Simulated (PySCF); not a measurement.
## Dipole moment and polarisability across levels of theory

Si2H6.
SMILES: `[SiH3][SiH3]`

PySCF, dipoles from the SCF density, polarisabilities from static response with core orbitals frozen. Geometry: PBE0-D3(BJ)/def2-SVP; no solvent, vibrations or thermal averaging.

Reference polarisability: 9.410 Å³ (measured, gas; NIST CCCBDB Release 22 (SRD 101), experimental polarizabilities). The anisotropy is √(½[(α1 − α2)² + (α2 − α3)² + (α3 − α1)²]).

```json
{"level": "LDA/def2-SVPD", "α (au)": "66.49", "error (%)": "+4.7", "anisotropy (au)": "20.96"}
{"level": "PBE/def2-SVPD", "α (au)": "64.49", "error (%)": "+1.6", "anisotropy (au)": "20.01"}
{"level": "B3LYP/def2-SVPD", "α (au)": "62.61", "error (%)": "-1.4", "anisotropy (au)": "18.39"}
{"level": "PBE0/def2-SVPD", "α (au)": "62.43", "error (%)": "-1.7", "anisotropy (au)": "18.31"}
{"level": "BHandHLYP/def2-SVPD", "α (au)": "60.44", "error (%)": "-4.8", "anisotropy (au)": "16.65"}
{"level": "CAM-B3LYP/def2-SVPD", "α (au)": "61.79", "error (%)": "-2.7", "anisotropy (au)": "17.33"}
{"level": "wB97X-D/def2-SVPD", "α (au)": "61.92", "error (%)": "-2.5", "anisotropy (au)": "17.54"}
{"level": "LC-wPBE/def2-SVPD", "α (au)": "60.54", "error (%)": "-4.7", "anisotropy (au)": "16.37"}
{"level": "HF/def2-SVPD", "α (au)": "57.96", "error (%)": "-8.7", "anisotropy (au)": "14.34"}
{"level": "PBE0/6-31G*", "α (au)": "49.90", "error (%)": "-21.4", "anisotropy (au)": "18.08"}
{"level": "PBE0/6-31+G*", "α (au)": "54.12", "error (%)": "-14.8", "anisotropy (au)": "16.46"}
{"level": "PBE0/def2-SVP", "α (au)": "55.03", "error (%)": "-13.3", "anisotropy (au)": "14.81"}
{"level": "PBE0/aug-cc-pVDZ", "α (au)": "63.64", "error (%)": "+0.2", "anisotropy (au)": "18.49"}
{"level": "PBE0/def2-TZVP", "α (au)": "59.75", "error (%)": "-5.9", "anisotropy (au)": "17.73"}
{"level": "PBE0/def2-TZVPD", "α (au)": "63.12", "error (%)": "-0.6", "anisotropy (au)": "18.75"}
{"level": "PBE0/aug-cc-pVTZ", "α (au)": "63.53", "error (%)": "0.0", "anisotropy (au)": "18.75"}
```

For the polarisability, the smallest error is 0.0% (PBE0/aug-cc-pVTZ) and the largest 21.4% (PBE0/6-31G*). The dipole stays under 0.05 D at every level. In one basis (def2-SVPD) the functionals order the polarisability from HF (lowest) to LDA (highest), a spread of 15%. With PBE0 the polarisability is 54.89 au without diffuse functions (mean of 6-31G*, def2-SVP and def2-TZVP) and 61.37 au with them (mean of 6-31+G*, def2-SVPD, aug-cc-pVDZ, def2-TZVPD and aug-cc-pVTZ). Measured values can belong to vibrating molecules and may average over conformers; the computed ones are for one fixed geometry.
